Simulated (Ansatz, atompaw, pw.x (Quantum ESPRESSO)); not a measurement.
Ho (Z = 67): one change to the PAW (atompaw) potential, in the atom and in the fcc crystal

```
Element                 : Ho
Generator               : atompaw 4.2.0.5
Type                    : PAW
Functional              : PBEsol
Relativity              : scalar-relativistic
Frozen core             : [Kr] 4d10
Valence charge          : 21
Reference configuration : 4f11 5s2 5p6 5d0 6s2 6p0
Partial waves           : 5s (bound); 6s (bound); 5p (bound); 6p (bound, empty); 5d (bound, empty); 5d channel at 1.6 Ry; 4f (bound); 4f channel at 0.05 Ry
Local potential         : vpsmatchnc scheme with l = 4 at 0 Ry, radius 2.80 bohr
Core correction         : smooth core density matched at 1.65 bohr
Augmentation charge     : besselshape compensation charge, radius 2.85 bohr; PAW radius 3.00 bohr; waves and projectors: bloechl
```

Change: augmentation besselshape compensation charge, radius 1.74 bohr; PAW radius 3.00 bohr; waves and projectors: bloechl.

Cutoffs, loose and tight: the cutoffs (Ry, on a coarse ladder) from which the occupation-weighted sum of valence levels, in a spherical-Bessel basis at the reference potential, stays within 10 and 1 mRy of its value at 400 Ry. They see the waves and projectors alone, not the compensation charge or the core.

Crystal test: fcc Ho in pw.x 7.5, no spin, 11³ k-points, Fermi–Dirac smearing 0.01 Ry, cutoffs set for each file from its atomic test. The reference is all-electron LAPW (Ansatz 0.2.0) with the same functional, mesh and smearing; V0 and B0 come from Birch–Murnaghan fits to the pressures at five volumes. Errors are pseudo minus all-electron; Δ is the rms difference of the E(V) curves that follow from these fits, minima aligned, over ±6 % about the mean V0. Mesh and smearing are coarse, so the numbers serve the comparison and aren't converged zero-temperature values; the lattice is a test structure that the element need not adopt. Spin polarisation and strong correlation are left out, which matters for this element.

All-electron: a0 = 5.012 Å (V0 = 31.47 Å³/atom), B0 = 18.1 GPa.

**Question.** Does the change bring the crystal closer to the all-electron result?

**Answer.** The mean pressure error goes from +0.82 to +0.60 GPa, so the change moves the solid closer to the all-electron pressures. At 80 % of its cutoff the pressure of the changed file moves by -0.64 GPa.

```tsv
quantity	base	changed
outcome (atom)	generated	generated
cutoff, loose (atom)	35 Ry	35 Ry
cutoff, tight (atom)	45 Ry	45 Ry
bound ghosts (atom)	none	none
cutoffs in pw.x (Ry)	55/550	55/550
a0 (Å)	5.084	5.064
a0 error (%)	+1.44	+1.05
B0 error (%)	+5.6	+3.3
Δ (meV/atom)	5.5	4.0
mean pressure error (GPa)	+0.82	+0.60
```

Base: This is a poor potential for the solid. Changed file: This is a poor potential for the solid. The atomic cutoffs weigh occupied waves only.
